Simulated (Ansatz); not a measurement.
This geometry of CH₅OSi (8 atoms, charge -1, multiplicity 1) is a first-order saddle point.

All numbers below come from Ansatz, RKS PBE/def2-SVP.

```xyz
8
Properties=species:S:1:pos:R:3
C -0.570 0.795 -0.537
Si 0.989 -0.419 -0.335
O 0.121 -1.808 0.427
H -1.214 0.483 -1.391
H -0.225 1.831 -0.764
H -1.222 0.837 0.367
H 1.481 0.301 1.009
H 0.639 -2.020 1.224
```

Which two structures does it join? (They come from a converged band through this point; their orientation in space is the band's.)

No bond is made or broken. The dihedral H7–Si2–O3–H8 goes from -138 to 51°.

First end point:

```xyz
8
Properties=species:S:1:pos:R:3
C -0.558 0.786 -0.492
Si 0.980 -0.426 -0.175
O 0.190 -1.593 0.942
H -1.269 0.373 -1.245
H -0.206 1.768 -0.888
H -1.146 0.990 0.435
H 1.614 0.548 0.900
H 0.395 -2.445 0.522
```

Last end point:

```xyz
8
Properties=species:S:1:pos:R:3
C -0.522 0.681 -0.475
Si 1.168 -0.378 -0.373
O 0.479 -1.852 0.366
H -1.176 0.311 -1.299
H -0.321 1.759 -0.685
H -1.138 0.644 0.460
H 1.649 0.406 0.939
H -0.138 -1.571 1.069
```

How far does it lie above each of them?

0.154 eV above the first and 0.122 eV above the second. This is the barrier of this one path; another mechanism may lie lower. Limits of this set-up: an anion without diffuse functions, the dipole of an ion depends on the origin.

Time of the run: 6.7 min on 1 CPU thread of a shared host.
